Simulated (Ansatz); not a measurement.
# A basis-limit estimate, worked out

An elementary step of AlNH$_{4}$, closed shell (AlNH₄ ([NH2][AlH2]) → AlH + NH₃ (still joined by a long Al–N bond); Al–N, Al–H broken or loosened, N–H formed or tightened). “Start” and “end” are the PBE0-D4/def2-TZVP structures reached by relaxing down either side of its saddle point, with the molecules still in contact.

Program: Ansatz 0.2.0. Basis: def2-TZVPP and def2-QZVPP. Cores are frozen in the correlated methods.

Energies in eV:

| quantity | end | start |
| --- | --- | --- |
| Hartree–Fock, triple zeta (X = 3) | -8127.90902 | -8129.52642 |
| Hartree–Fock, quadruple zeta (X = 4) | -8128.16885 | -8129.81358 |
| MP2 correlation, X = 3 | -8.27613 | -8.32805 |
| MP2 correlation, X = 4 | -8.85025 | -8.92537 |
| CCSD(T) correlation, X = 3 | -9.39439 | -9.27507 |

**Question.** Work out the step energy at the basis limit: extrapolate Hartree–Fock as E(X) = E∞ + A exp(−7.88 √X) and the MP2 correlation as E(X) = E∞ + B X^−2.97 (the exponents that Neese and Valeev fitted for def2-TZVPP and QZVPP), then add CCSD(T) − MP2 in triple zeta.

**Answer.** Each step is linear, so take the differences first (end − start): Hartree–Fock 1.61740 (X = 3) and 1.64473 (X = 4); MP2 correlation 0.05192 and 0.07512; CCSD(T) correlation -0.11932.
Two points give E∞ = E(4) + w [E(4) − E(3)], with w = 1/(exp(7.88 (2 − √3)) − 1) = 0.1377 for Hartree–Fock and w = 1/((4/3)^2.97 − 1) = 0.7407 for the correlation.
Hartree–Fock: 1.64473 + 0.1377 × 0.02733 = 1.6485 eV.
MP2 correlation: 0.07512 + 0.7407 × 0.02320 = 0.0923 eV.
CCSD(T) − MP2: -0.11932 − 0.05192 = -0.1712 eV.
Sum: 1.6485 + 0.0923 + (-0.1712) = 1.5696 eV, or 36.20 kcal/mol. Plain CCSD(T) in triple zeta gives 1.4981 eV, so the larger basis shifts the result by 0.0715 eV.

The T1 diagnostic stays at or below 0.020. The restricted Hartree–Fock reference is unstable towards an unrestricted one at one or more of these structures. A large double-excitation amplitude points to some diradical character; no triplet was computed.

Labels in which every atom is bracketed show which atoms are joined, not bond orders.

For scale, one of the runs: CCSD(T)/def2-TZVPP, 129 basis functions, launched by `ansatz run in.yaml --threads 2 --pin off --events-out ev --progress --plain --max-ram 4352MiB`. Hardware: 2 CPU threads of an Arm Neoverse V2, shared host. Wall time about 3.6 s.
